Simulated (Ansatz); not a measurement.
Cartesian coordinates in Å:
```
C -0.8616 -1.0642 -0.0375
C -0.0892 -0.1280 -0.6041
N 0.0605 0.0677 -1.9641
O 0.7057 0.7422 0.0517
C 0.7245 0.6612 1.4559
H -1.4713 -1.7034 -0.6599
H -0.8779 -1.2307 1.0270
H -0.6796 -0.3265 -2.5203
H 0.2672 1.0238 -2.2091
H 1.4007 1.4428 1.7978
H -0.2731 0.8289 1.8741
H 1.0941 -0.3138 1.7885
```

Total charge 0; spin multiplicity 1.

Question: List the r2SCAN/def2-TZVPP orbital energies in eV (Ansatz 0.2.0). (Best estimate.)

Answer: The calculation gave: Occupied: -516.66, -385.42, -275.26, -274.38, -271.92, -28.42, -23.78, -19.01, -18.34, -14.72, -13.54, -12.77, -11.93, -11.41, -10.62, -9.70, -9.22, -8.47, -6.86, -4.86. Lowest empty: 0.86, 1.32, 1.86, 2.31, 2.74, 3.24, 3.52, 3.76.
